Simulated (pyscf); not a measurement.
PySCF, gas phase, ωB97X-D3(BJ)/def2-SVP geometries. MP2 and CC: frozen core, UHF for open shells. ΔMP2 is the change of the MP2 total energy from the triple- to the quadruple-zeta basis.

### Question
Estimate by transition-state theory (the high-pressure limit) the rate constant of B–Cl [singlet] + water (H₂O) → HO–BH–Cl (singlet surface; H–O broken, B–O, B–H formed) at 600 K, with CCSD(T)/def2-TZVPP + ΔMP2(QZVPP) energies (ideal gas, 1 atm, RRHO with modes under 100 cm⁻¹ raised to 100, one conformer, R ln 2 for rigid chiral ones; no tunnelling).

### Answer
The electronic barrier is 15.7 kcal/mol and the thermal terms add +16.2, so ΔG‡ = 31.8 kcal/mol. With k_BT/h = 1.25e+13 s⁻¹ and RT = 1.192 kcal/mol, and a volume of 8.18e-20 cm³ per molecule at 1 atm, k = 2.6e-18 cm³ molecule⁻¹ s⁻¹. The product is born with the 110 kcal/mol of the reverse barrier and needs collisions to keep. Wigner's tunnelling factor for 1401i cm⁻¹ would be 1.47, likely too low at so high a frequency. A shift of 1 kcal/mol in the barrier changes k by a factor 2.3. The reactants may also form a dative adduct at B–Cl [singlet]; it and routes through it were not searched. This is the saddle that the search found; another between the same sides may lie lower. The CCSD(T) − MP2 part came from Ansatz, without density fitting, on the same reference.
